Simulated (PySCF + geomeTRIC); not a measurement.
Species: H$_{3}$N, SMILES `N` (charge 0, multiplicity 1).

Problem. Give a relaxed geometry from TPSS-D3(BJ)/def2-SVP (PySCF + geomeTRIC).

Solution. the end point of this relaxation (outside a Z-matrix the atoms follow the SMILES, hydrogens last).
Bond lengths (Å): N1–H2 1.029, N1–H3 1.029, N1–H4 1.029. Angles (°): H2–N1–H3 104.1, H2–N1–H4 104.1, H3–N1–H4 104.1.
